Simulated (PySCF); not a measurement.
## Vibration and rotation of SH

UHF-CCSD(T) constants of SH, ²Π (doublet), unpaired electrons π ↑ (PySCF, no relativity, basis sets H aug-cc-pVDZ, S aug-cc-pV(D+d)Z; masses 1.0078 and 31.9721 u):

```
ωe              : 2682.4 cm⁻¹
ωexe            : 49.5 cm⁻¹
Be              : 9.3961 cm⁻¹
αe              : 0.272 cm⁻¹
D (centrifugal) : 0.000461 cm⁻¹
De to H + S     : 3.53 eV
```

Q: Give the vibrational terms G(v) and spacings up to v = 6.

A: G(v) = ωe(v+½) − ωexe(v+½)².

```json
{"v": "0", "G(v) (cm⁻¹)": "1329", "G(v) − G(v−1)": "", "Bv (cm⁻¹)": "9.260"}
{"v": "1", "G(v) (cm⁻¹)": "3912", "G(v) − G(v−1)": "2583", "Bv (cm⁻¹)": "8.988"}
{"v": "2", "G(v) (cm⁻¹)": "6397", "G(v) − G(v−1)": "2484", "Bv (cm⁻¹)": "8.716"}
{"v": "3", "G(v) (cm⁻¹)": "8782", "G(v) − G(v−1)": "2385", "Bv (cm⁻¹)": "8.444"}
{"v": "4", "G(v) (cm⁻¹)": "11068", "G(v) − G(v−1)": "2286", "Bv (cm⁻¹)": "8.172"}
{"v": "5", "G(v) (cm⁻¹)": "13256", "G(v) − G(v−1)": "2187", "Bv (cm⁻¹)": "7.900"}
{"v": "6", "G(v) (cm⁻¹)": "15344", "G(v) − G(v−1)": "2088", "Bv (cm⁻¹)": "7.628"}
```

Q: How well does the Morse estimate ωe²/(4ωexe) reproduce De, and what is D0?

A: It gives 4.51 eV, 128 % of the computed De. D0 = De − G(0) = 3.53 − 0.16 = 3.37 eV.

Correlated steps freeze 5 core orbitals. Correlated levels converge slowly with the basis: in double zeta they bind strong bonds too weakly, by up to about 1 eV, and carry superposition errors of some tenths. The state is the lowest determinant that a PBE0 search found; another state may lie lower at other levels.
